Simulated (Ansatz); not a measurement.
The first iterations of a band of CH5OSi (8 atoms, charge -1, multiplicity 1).

All numbers below come from RKS PBE/def2-SVP in Ansatz.

```
movable images  : 7
climbing image  : yes
spring          : 5.0 eV/Å²
optimiser       : quadratic models (default)
start path      : straight line
force threshold : 0.05 eV/Å
iteration limit : 60
end points      : relaxed
```

First end point:

```xyz
8
Properties=species:S:1:pos:R:3
C -0.557 0.786 -0.493
Si 0.980 -0.426 -0.177
O 0.188 -1.591 0.940
H -1.269 0.374 -1.247
H -0.207 1.770 -0.885
H -1.145 0.985 0.435
H 1.615 0.548 0.899
H 0.395 -2.446 0.527
```

Last end point:

```xyz
8
Properties=species:S:1:pos:R:3
C -0.531 0.604 -0.565
Si 0.421 -0.618 0.608
O -0.438 -1.389 1.703
H -1.317 0.069 -1.144
H 0.152 1.099 -1.293
H -1.042 1.401 0.020
H 1.568 0.314 1.116
H 1.189 -1.480 -0.445
```

| iteration | highest image above the first end (eV) | largest band force component (eV/Å) |
| --- | --- | --- |
| 1 | 1.889 | 4.483 |
| 2 | 1.538 | 1.863 |

**Question.** Does the band converge within its limit, and where does its top end?

**Answer.** The run converged. It ended after 8 iterations with the highest image 1.633 eV above the first end. Another band between the same ends (7 images) ends at a top of the same energy, where a vibrational analysis finds 1 clearly imaginary mode. The orbitals stay closed-shell, which can raise the energy where a bond breaks towards radicals; this wasn't checked here. Limits of this set-up: an anion without diffuse functions.

The run took 2.2 min on 1 thread of AMD EPYC (Zen 3), on a shared host, peak memory 0.13 GiB.
